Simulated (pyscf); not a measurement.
H₃C–Zn–Cl + hydrogen chloride (HCl) → methane (CH₄) + Cl–Zn–Cl (four-centre exchange; singlet surface; C–Zn, Cl–H broken, C–H, Cl–Zn formed). Structures and frequencies: ωB97X-D3(BJ)/def2-SVP in PySCF. Rate constants from transition-state theory, ωB97M-D3(BJ)/def2-TZVP energies (ideal gas, 1 atm, RRHO with modes under 100 cm⁻¹ raised to 100, one conformer, R ln 2 for rigid chiral ones; no tunnelling), k in cm³ molecule⁻¹ s⁻¹.

```tsv
T (K)	1000/T	log10 k
298	3.354	-22.28
600	1.667	?
900	1.111	-15.16
1200	0.833	-14.09
```

### Question
Fit an Arrhenius line to the three values, give the activation energy, and predict k at 600 K.

### Answer
Least squares gives log10 k = -11.49 − 3.22 × 1000/T, so Ea = 3.22 × ln 10 × 1.987 = 14.7 kcal/mol, against an electronic barrier of 13.9. At 600 K the line gives -16.86; the computed value is -17.06 (ΔG‡ = 30.4 kcal/mol), a factor 1.6 under the line, since the plot is curved. This is the saddle that the search found; another between the same sides may lie lower. Elements up to Kr have no core potential and no relativistic terms here.
